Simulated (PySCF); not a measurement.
Species: Si₃H₈.
SMILES: `[SiH3][SiH2][SiH3]`

A linear-response calculation (PySCF, def2-SVPD basis, gas phase, vertical, core orbitals frozen in the response) gave these numbers; the functional is withheld.

Orbital energies (eV): HOMO-3 -9.80, HOMO-2 -9.46, HOMO-1 -8.70, HOMO -8.03, LUMO -0.21, LUMO+1 0.12, LUMO+2 0.18.

```
state  E (eV)      f  main configurations (H = HOMO, L = LUMO)
   S1    6.79  0.050                    H→L+1 (64%), H→L (31%)
   S2    6.84  0.129                    H→L (55%), H→L+1 (33%)
   S3    7.13  0.096                               H→L+2 (91%)
   S4    7.19  0.044                  H→L+3 (66%), H-1→L (29%)
   S5    7.33  0.015     H→L+4 (68%), H-1→L (11%), H→L+5 (10%)
   S6    7.37  0.016     H-1→L (55%), H→L+3 (23%), H→L+4 (14%)
```

Triplets (Tamm–Dancoff): T1 5.81 eV, H→L (94%); T2 6.16 eV, H→L+1 (93%); T3 6.41 eV, H→L+3 (86%); T4 6.47 eV, H-1→L+1 (54%), H→L+4 (21%), H→L+5 (18%).

Vertical ionisation energy by ΔSCF with the same functional: 9.87 eV. Mean static polarisability: 93.8 au.

Problem. Which of these was used?
A. PBE0
B. HF
C. CAM-B3LYP
D. PBE

Solution. A. PBE0 is a global hybrid with 25% exact exchange. In this run −ε(HOMO) = 8.03 eV differs from the ΔSCF value by -1.84 eV, and S1 differs from the orbital gap of 7.82 eV by -1.03 eV. The ratio −ε(HOMO)/IP is 0.81. Small neutral molecules mostly give 0.7 to 0.83 with PBE0, 0.5 to 0.7 with PBE, 0.85 to 0.93 with CAM-B3LYP; Hartree–Fock can't fall below 1, since the ion's relaxation only lowers the ΔSCF value.

Theory: TDDFT PBE0/def2-SVPD, vertical, gas phase, core orbitals frozen in the response in PySCF. Geometry: PBE0-D3(BJ)/def2-SVP; no solvent, vibrations or thermal averaging.
